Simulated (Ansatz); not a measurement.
Abridged output of a molecular run in Ansatz:

```
Functional definition: HF
897 factors; integrals over basis functions are off by at most 1.3e-3 eV
mean field evaluation 1: about -26434.9376 eV, gradient 2.8e1 eV
mean field evaluation 2: about -26435.0502 eV, gradient 2.8e1 eV
mean field evaluation 4: about -26437.3585 eV, gradient 4.2e0 eV
mean field evaluation 8: about -26437.4424 eV, gradient 1.7e-1 eV
mean field -26437.44272106 eV, -971.5581000566 hartree, gradient 2.4e-6 eV, S^2 0.000000; 0 other end points of the search recorded, 0 dependent functions left out; unrestricted orbitals would lower it
13 core orbitals not correlated: weight in the atoms' cores, before any rotation towards them, 1.000 or more for the frozen orbitals, at most 0.000 for the correlated occupied ones
reference -26437.44272106 eV, -971.5581000566 hartree; 15, 15 occupied and 65, 65 virtual orbitals, 897 factors
second order -19.40039353 eV of doubles, -0.00000000 eV of singles
cycle   1  -19.86051718 eV  change   -4.6e-1 eV  update   1.2e-1
cycle   2  -20.40683339 eV  change   -5.5e-1 eV  update   3.6e-2
cycle   3  -20.55399932 eV  change   -1.5e-1 eV  update   2.1e-2
cycle   4  -20.54594384 eV  change    8.1e-3 eV  update   6.3e-3
cycle   5  -20.54462316 eV  change    1.3e-3 eV  update   2.8e-3
cycle   6  -20.54453460 eV  change    8.9e-5 eV  update   8.6e-4
cycle   7  -20.54420480 eV  change    3.3e-4 eV  update   3.7e-4
cycle   8  -20.54428556 eV  change   -8.1e-5 eV  update   1.6e-4
cycle   9  -20.54438163 eV  change   -9.6e-5 eV  update   7.1e-5
cycle  10  -20.54438887 eV  change   -7.2e-6 eV  update   3.1e-5
perturbative correction -0.69183418 eV, -0.0254244372 hartree
Total energy: -26458.67894411 eV, -972.3385168594 hartree
```

Its atoms:

Cartesian coordinates in Å:
```
F 1.0765 -1.2065 -0.2056
C 0.7867 0.1414 -0.2391
C -0.6352 0.4780 0.1338
S -1.1064 2.0319 0.1157
S -1.7088 -0.7928 0.5695
H 1.4554 0.6530 0.4573
H 0.9738 0.5076 -1.2511
H -0.8420 -1.8126 0.4195
```

Which basis set was used?
A. def2-TZVPP
B. def2-SVP
C. def2-TZVPPD
D. cc-pV(T+d)Z

B. It gives 93 functions.

Write the keys of the input that set method, charge and spin (a neutral closed shell needs none for the last two).


```yaml
correlation: {method: ccsd_t}
```
